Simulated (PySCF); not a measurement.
Isomers of C3H7NO.

All values: CAM-B3LYP/def2-SVPD (PySCF) at PBE0-D3(BJ)/def2-SVP geometries, gas phase, one conformer each. Core orbitals are frozen in the response; Δα² is half the sum of the squared differences of the principal polarisabilities.

Question: Rank by vertical ionisation energy (ΔSCF), lowest first.
A. `[CH3:1][NH:2][C:3]([CH3:4])=[O:5]` with C1–N2–C3–C4 179° (N-methylacetamide)
B. `[CH3:1]/[N:2]=[CH:3]/[CH2:4][OH:5]` with N2–C3–C4–O5 0°, C3–C4–O5–H 0°
C. dimethylformamide (`CN(C)C=O`)

Answer: C (9.39 eV), A (9.72 eV), B (10.28 eV).

All values together:

```json
{"SMILES": "CCC(N)=O", "μ (D)": "3.86", "HOMO (eV)": "-8.90", "LUMO (eV)": "1.13", "α (Å³)": "7.36", "Δα (Å³)": "2.43", "ΔSCF removal energy (eV)": "9.82"}
{"SMILES": "C/N=C/CO", "μ (D)": "3.28", "HOMO (eV)": "-9.21", "LUMO (eV)": "0.78", "α (Å³)": "7.77", "Δα (Å³)": "3.51", "ΔSCF removal energy (eV)": "10.28"}
{"SMILES": "CN(C)C=O", "μ (D)": "4.11", "HOMO (eV)": "-8.55", "LUMO (eV)": "1.08", "α (Å³)": "7.56", "Δα (Å³)": "2.95", "ΔSCF removal energy (eV)": "9.39"}
{"SMILES": "CNC(C)=O", "μ (D)": "3.99", "HOMO (eV)": "-8.82", "LUMO (eV)": "1.07", "α (Å³)": "7.44", "Δα (Å³)": "2.62", "ΔSCF removal energy (eV)": "9.72"}
```

Conformers: `[CH3:1][CH2:2][C:3]([NH2:4])=[O:5]` with C1–C2–C3–N4 -171°; `[CH3:1]/[N:2]=[CH:3]/[CH2:4][OH:5]` with N2–C3–C4–O5 0°, C3–C4–O5–H 0°; `[CH3:1][NH:2][C:3]([CH3:4])=[O:5]` with C1–N2–C3–C4 179°.
